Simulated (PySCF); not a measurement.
A GIAO shielding run with PySCF (density fitting, non-relativistic, gas phase) on `InChI=1S/H3PS4/c2-1(3,4)5/h(H3,2,3,4,5)/p-3`:

```
$ OMP_NUM_THREADS=1 python probes_run.py task.json out

{"job": {"kind": "nmr", "xc": "LDA", "basis": "pcSseg-2", "pop": false}, "charge": -3, "multiplicity": 1}
S      0.090133    -0.288589     2.138062
P      0.031295     0.060074     0.065750
S     -0.186898     2.120565    -0.290567
S      1.817052    -0.621768    -0.808760
S     -1.598410    -0.967256    -0.775992
```

Hardware: 1 thread of an Arm Neoverse V1, shared host.

(1) How large is the calculation?

(2) How long does it take, and how much memory does it need?

(3) And these other runs on the same molecule and hardware: GIAO shielding at B3LYP/pcSseg-2; GIAO shielding at B97-D/pcSseg-2; GIAO shielding at BLYP/pcSseg-2; GIAO shielding at BP86/pcSseg-2; GIAO shielding at HF/pcSseg-2; GIAO shielding at KT2/pcSseg-2?

Results:

(1) 82 electrons, 215 basis functions and 790 auxiliary functions.

(2) 17 s of wall time, with 13 SCF cycles; peak memory 1 GiB. Times on a shared host scatter by some tens of per cent.

(3) B3LYP/pcSseg-2: 215 functions, 18 s; B97-D/pcSseg-2: 215 functions, 22 s; BLYP/pcSseg-2: 215 functions, 21 s; BP86/pcSseg-2: 215 functions, 21 s; HF/pcSseg-2: 215 functions, 12 s; KT2/pcSseg-2: 215 functions, 22 s.
